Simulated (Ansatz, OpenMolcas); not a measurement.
## A ladder of methods for CHP (methylidynephosphane)

CHP has 3 atoms, charge 0, and is taken as a singlet. As SMILES, `C#P`. Geometry: relaxed at GFN2-xTB.

| atom | x (Å) | y (Å) | z (Å) |
| --- | --- | --- | --- |
| C | -0.1371 | 0.0598 | -0.0664 |
| P | 1.1492 | -0.5127 | 0.5742 |
| H | -1.0121 | 0.4528 | -0.5078 |

Each level gives the energy change with the C1–P2 bond stretched from 1.547 to 1.934 Å (eV). The values are calculated.

| level | kind | program | value (eV) | CPU time (all runs) |
| --- | --- | --- | --- | --- |
| HF/STO-3G (restricted) | Hartree–Fock | Ansatz | 4.85 | 0.35 s |
| SVWN5/STO-3G (restricted) | LDA | Ansatz | 3.30 | 0.9 s |
| BLYP/STO-3G (restricted) | GGA | Ansatz | 2.99 | 1.2 s |
| PBE/STO-3G (restricted) | GGA | Ansatz | 3.13 | 1.2 s |
| revPBE/STO-3G (restricted) | GGA | Ansatz | 3.08 | 1.2 s |
| r2SCAN/STO-3G (restricted) | meta-GGA | OpenMolcas | 3.45 | 5.4 s |
| B3LYP/STO-3G (restricted) | global hybrid | OpenMolcas | 3.50 | 4.9 s |
| BHLYP/STO-3G (restricted) | global hybrid | Ansatz | 4.20 | 1.2 s |
| M06-2X/STO-3G (restricted) | hybrid meta-GGA | OpenMolcas | 4.03 | 5.2 s |
| PBE0/STO-3G (restricted) | global hybrid | Ansatz | 3.74 | 1.2 s |

The first shape isn't each level's own minimum. The values span 2.99 to 4.85 eV. All rows use very small basis sets, so none should be taken for the real molecule's value. Times are those of the runs behind each value, whatever else they computed, on shared processors of several kinds: orders of magnitude only.
